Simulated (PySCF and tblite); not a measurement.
Results of a calculation; reference values are marked as such.
System: C3H3ClS, numbered as in [CH2:1]=[C:2]([Cl:3])[CH:4]=[S:5].

For the rotation about the C2–C4 bond (torsion C1–C2–C4–S5 from 0° to 180°, rising): electronic barrier 6.46 kcal/mol, zero-point change -0.35 kcal/mol, thermal and entropy terms at 200 K a further 0.15 kcal/mol (symmetry numbers apart). The minimum is Cs, the saddle C1. The path came from a restrained scan, a climbing-image band and a saddle search at GFN2-xTB; energies are CAM-B3LYP/pcSseg-1 + D3(BJ)//GFN2-xTB, thermal terms GFN2-xTB. Rate constants are transition-state-theory values, counting equivalent paths, without tunnelling. (PySCF 2.14 with density fitting, tblite 0.8.)

(1) How many equivalent paths lead out of the minimum?

(2) Work out the rate at 200 K.

## Answers

(1) 2: the symmetry number of the minimum is 1, that of the saddle displaced along its mode 1, and the displaced saddle is chiral while the minimum is not, which doubles the count.

(2) ΔG‡ = 6.26 kcal/mol; k_B T/h = 4.2×10¹² s⁻¹; exp(−ΔG‡/RT) = 1.4×10⁻⁷; times 2 gives k = 1.2×10⁶ s⁻¹. Wigner's tunnelling factor for the 121i cm⁻¹ mode would be 1.03.
